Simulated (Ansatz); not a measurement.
# C2H5Cl (chloroethane): entropy by statistical mechanics

A singlet with charge 0, relaxed at PBE0-D4/def2-TZVP (Ansatz 0.2.0):

```xyz
8

C    -0.4430    0.5858   -0.3110
C     0.2770   -0.6192    0.2371
Cl    1.8668   -0.1745    0.9235
H    -1.4093    0.2796   -0.7222
H     0.1350    1.0589   -1.1061
H    -0.6206    1.3250    0.4715
H     0.4750   -1.3610   -0.5357
H    -0.2810   -1.0947    1.0429
```

Harmonic wavenumbers in cm⁻¹: 262, 333, 692, 787, 995, 1077, 1098, 1275, 1315, 1406, 1476, 1486, 1493, 3054, 3096, 3130, 3136, 3162.

Masses in u: C 12.011, Cl 35.45, H 1.008. Take T = 298.15 K, p = 1 bar, R = 8.3145 J/(mol K), kT/hc = 207.22 cm⁻¹, rigid rotor and harmonic oscillator.

Compute the standard molar entropy.


1. Translation (Sackur–Tetrode): S = R[3/2 ln M + 5/2 ln T − 1.1517] with M = 64.512 gives 160.8 J/(mol K).
2. Rotation: principal moments 15.875, 92.104, 101.664 u Å² give A, B, C = 1.0619, 0.183, 0.1658 cm⁻¹; the symmetry number is σ = 1; q = (√π/σ)√((kT/hc)³/ABC) = 29455; S = R(ln q + 3/2) = 98.0.
3. Vibration: with u = ν̃/207.22, each mode gives R[u/(eᵘ − 1) − ln(1 − e⁻ᵘ)]; the sum is 15.8, most from 262 cm⁻¹ (6.9), 333 cm⁻¹ (5.2), 692 cm⁻¹ (1.3).
4. Electronic: R ln 1 = 0.0, from the spin multiplicity alone.
5. Sum: 160.8 + 98.0 + 15.8 + 0.0 = 274.6 J/(mol K).

No measured value is set beside it here. Where a soft mode is a torsion, a harmonic oscillator describes it poorly.
